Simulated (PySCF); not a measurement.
Gas-phase reaction: 3 H₂CSiH₂ + CHF₂ + 2 Si(CH₃)₄ → 4 (CH₃)₃Si + SiHF₂

Method: PySCF energies plus ideal-gas RRHO corrections (1 bar). † marks an energy on the PBE0/def2-TZVP geometry and frequencies; other levels use their own. 6-31G* has spherical d functions here. Open shells (unrestricted): CHF₂ (multiplicity 2), (CH₃)₃Si (multiplicity 2), SiHF₂ (multiplicity 2); the rest are closed-shell singlets. H₂CSiH₂, CHF₂, (CH₃)₃Si, SiHF₂: computed as isolated molecules; such fragments, hydroxides, amides, oligomers or adducts are transient or little studied in the gas. The harmonic model lacks anharmonicity and excited electronic states, which grow with temperature; levels with a mode under 35 cm⁻¹ are left out. Internal rotation in Si(CH₃)₄, (CH₃)₃Si is treated as a harmonic vibration of one conformer, which makes the entropy rough.

```json
[
 {"level": "HF/6-31G*", "ΔE electronic, kJ": "-581", "ΔH°(298 K), kJ": "-533", "ΔS°(298 K), J/K": "-83", "ΔG°(2500 K), kJ": "-324"},
 {"level": "HF/def2-TZVP†", "ΔE electronic, kJ": "-578", "ΔH°(298 K), kJ": "-533", "ΔS°(298 K), J/K": "-83", "ΔG°(2500 K), kJ": "-325"},
 {"level": "M06-2X/def2-TZVP†", "ΔE electronic, kJ": "-481", "ΔH°(298 K), kJ": "-437", "ΔS°(298 K), J/K": "-83", "ΔG°(2500 K), kJ": "-228"},
 {"level": "PBE0/def2-TZVP", "ΔE electronic, kJ": "-482", "ΔH°(298 K), kJ": "-437", "ΔS°(298 K), J/K": "-83", "ΔG°(2500 K), kJ": "-229"},
 {"level": "ωB97M-V/def2-TZVP†", "ΔE electronic, kJ": "-405", "ΔH°(298 K), kJ": "-361", "ΔS°(298 K), J/K": "-83", "ΔG°(2500 K), kJ": "-152"},
 {"level": "ωB97X-V/def2-TZVP†", "ΔE electronic, kJ": "-435", "ΔH°(298 K), kJ": "-391", "ΔS°(298 K), J/K": "-83", "ΔG°(2500 K), kJ": "-182"}
]
```
ΔH° is lowest at HF/def2-TZVP† and highest at ωB97M-V/def2-TZVP†. No reference value is set beside these.
